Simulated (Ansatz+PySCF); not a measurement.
A calculation with Ansatz (development build ahead of 0.2.0).

```yaml
crystal:
  periodic: [false, false, false]
  atoms:
    - { symbol: O, position_ang: [0.0, 0.0, -0.11966] }
    - { symbol: H, position_ang: [0.0, 0.75417, 0.47865] }
    - { symbol: H, position_ang: [0.0, -0.75417, 0.47865] }
    - { symbol: O, position_ang: [10.0, 0.0, -0.10849] }
    - { symbol: H, position_ang: [10.0, 0.0, 0.86793] }
basis:
  gaussian: { orbitals: cc-pVDZ }
magnetization:
  initial_magnetization: 1
hamiltonian:
  xc: r2scan
scf:
  omitted_lower_state_checks: [starts, atomic_configurations, cluster_reference, orbital_swaps, given_window_search, neighbouring_geometries, increment]
```

The input is written out in the form of the current development build from the run's settings.

Output:

```
Converged      : yes
Total energy   : -152.07504 hartree
Stability test : minimum among restricted orbitals
```

Caution: charge can spread falsely over distant fragments.
